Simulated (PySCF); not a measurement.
Species: methoxyacetic acid, C3H6O3.
SMILES: `COCC(=O)O`

Method: TDDFT wB97X-D/def2-SVPD, vertical, gas phase, core orbitals frozen in the response (PySCF). One conformer (not necessarily the lowest) at the PBE0-D3(BJ)/def2-SVP geometry, without solvent, vibrations or thermal averaging. Torsions of this conformer, `[CH3:1][O:2][CH2:3][C:4](=[O:5])[OH:6]`: C1–O2–C3–C4 -75°, O2–C3–C4–O5 4°, H–O6–C4–C3 180°.

Question: List the vertical singlet excitations with oscillator strengths and describe the spectrum.

Answer: 

```csv
state,E (eV),ν̃ (cm⁻¹),f,"main configurations (H = HOMO, L = LUMO)"
S1,5.86,47280,0.0008,"H→L (60%), H-1→L (33%)"
S2,7.19,58010,0.0046,"H-1→L (57%), H→L (37%)"
S3,7.54,60810,0.039,"H→L+1 (66%), H→L+2 (21%)"
S4,7.96,64230,0.035,"H→L+2 (43%), H-1→L+1 (28%), H→L+1 (8%)"
S5,8.57,69130,0.029,H-2→L (83%)
S6,8.65,69770,0.023,"H→L+3 (51%), H→L+4 (17%)"
S7,8.73,70390,0.055,"H-3→L (47%), H-1→L+2 (10%)"
S8,8.78,70820,0.061,"H-1→L+1 (31%), H-3→L (14%), H-3→L+1 (14%)"
S9,8.94,72080,0.010,"H-3→L+1 (50%), H→L+4 (15%)"
S10,9.09,73280,0.033,H→L+4 (49%)
```

Triplets, Tamm–Dancoff:

| state | E (eV) | λ (nm) | main configurations (H = HOMO, L = LUMO) |
| --- | --- | --- | --- |
| T1 | 5.38 | 230.3 | H→L (57%), H-1→L (34%) |
| T2 | 6.40 | 193.7 | H-3→L (65%), H-2→L (16%) |
| T3 | 7.01 | 176.9 | H-1→L (49%), H→L (35%), H-3→L (9%) |
| T4 | 7.44 | 166.7 | H→L+1 (61%), H→L+2 (21%) |

The lowest singlet lies at 5.86 eV (211 nm, ultraviolet) and is very weak; its leading configuration is HOMO→LUMO (60%). The strongest level in the table is S8 at 8.78 eV (141 nm, f = 0.061). Löwdin shares by element: HOMO oxygen 58% or more, carbon 18% or more (atoms not listed hold the other 24%); LUMO carbon 47% or more, oxygen 40% or more. The listed states span 3.22 eV, and the widest gap between neighbours is 1.33 eV (S1 to S2). Of the 10 states listed, 8 reach f = 0.01 and none stays under 0.0005. The oscillator strengths of these states sum to 0.291; summed over the whole spectrum of an exact calculation they would give the number of electrons, 48 (Thomas–Reiche–Kuhn). The vertical ionisation energy (ΔSCF) is 10.03 eV, 0.94 eV above S10. Singlets were solved by full linear response, triplets in the Tamm–Dancoff approximation.
